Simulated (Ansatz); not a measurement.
# CH5Si− (SMILES [CH2-][SiH3]): a rigid scan of the dihedral angle H3–C1–Si2–H5

How does the energy rise as the dihedral angle H3–C1–Si2–H5 leaves its equilibrium value, and do density functionals follow CCSD(T)? No other atom is relaxed.

Method: single points in def2-TZVPPD; program: Ansatz 0.2.0, Gaussian basis.

Levels: PBE-D4, r2SCAN-D4, PBE0-D4, B3LYP-D4, wB97M-V, Hartree-Fock, MP2, CCSD, CCSD(T). The scan takes -59.4, -44.4, -29.4, -14.4, 0.6, 15.6, 30.6, 45.6°.

Correlated methods freeze the cores. B3LYP uses VWN-RPA correlation.

36 further runs of the same task are left out: 36 set aside as unsound or not needed.

### 1 The starting structure

SMILES `[CH2-][SiH3]`, 7 atoms, charge -1, spin multiplicity 1.

Atoms are counted from 1 here; the program's logs count them from 0.

Bond lengths: C1–Si2 1.800 Å, C1–H3 1.103 Å, C1–H4 1.103 Å, Si2–H5 1.545 Å, Si2–H6 1.507 Å, Si2–H7 1.507 Å. Angles: Si2–C1–H3 114.5°, Si2–C1–H4 114.5°, H3–C1–H4 107.6°, C1–Si2–H5 131.1°, C1–Si2–H6 110.5°, C1–Si2–H7 110.5°, H5–Si2–H6 98.2°, H5–Si2–H7 98.2°, H6–Si2–H7 105.2°.

Coordinates:

```xyz
7
charge -1, multiplicity 1
C    -0.0856   -1.1068    0.4478
Si    0.0943    0.5941   -0.1134
H    -1.1268   -1.4671    0.4903
H     0.4984   -1.8430   -0.1290
H    -0.2633    1.2618   -1.4604
H    -0.6520    1.5333    0.7981
H     1.5350    1.0277   -0.0334
```

### 2 Finding the minimum

The input, relax/in.yaml:

```yaml
crystal:
  periodic: [false, false, false]
  atoms:
    - {symbol: C, position_ang: [-0.085610, -1.106790, 0.447760]}
    - {symbol: Si, position_ang: [0.094290, 0.594060, -0.113430]}
    - {symbol: H, position_ang: [-1.126800, -1.467100, 0.490330]}
    - {symbol: H, position_ang: [0.498410, -1.842960, -0.128980]}
    - {symbol: H, position_ang: [-0.263300, 1.261770, -1.460370]}
    - {symbol: H, position_ang: [-0.652020, 1.533280, 0.798060]}
    - {symbol: H, position_ang: [1.535040, 1.027740, -0.033370]}
basis:
  gaussian: {orbitals: def2-TZVPD}
total_charge: -1
hamiltonian: {xc: pbe0, dispersion: d4}
relax: {f_tol: 0.005, max_steps: 200}
```

No record of the launch command was kept for these runs.

The runs that follow: The minimum at every level; H3–C1–Si2–H5 = -59.4°; H3–C1–Si2–H5 = -44.4°; H3–C1–Si2–H5 = -29.4°; H3–C1–Si2–H5 = -14.4°; H3–C1–Si2–H5 = 0.6°; H3–C1–Si2–H5 = 15.6°; H3–C1–Si2–H5 = 30.6°; H3–C1–Si2–H5 = 45.6°.

**Question.** What will these runs give? Wanted: highest point, CCSD(T); lowest point, CCSD(T); RMS deviation from CCSD(T); largest T1 diagnostic.

As calculated:

| quantity | value |
| --- | --- |
| highest point, CCSD(T) | 21.1 kJ/mol at 30.6° |
| lowest point, CCSD(T) | 0.0 kJ/mol at -70.1° |
| RMS deviation from CCSD(T) | PBE-D4 0.7, r2SCAN-D4 0.2, PBE0-D4 0.5, B3LYP-D4 0.4, wB97M-V 0.8, Hartree-Fock 0.7, MP2 0.1, CCSD 0.1 kJ/mol |
| largest T1 diagnostic | 0.012 |

Over the points sampled the torsion costs at most 21.1 kJ/mol, a hindered rotation that is fast at room temperature. A rigid scan overstates barriers, since nothing else may give way. Best along the scan: CCSD. Worst: wB97M-V.
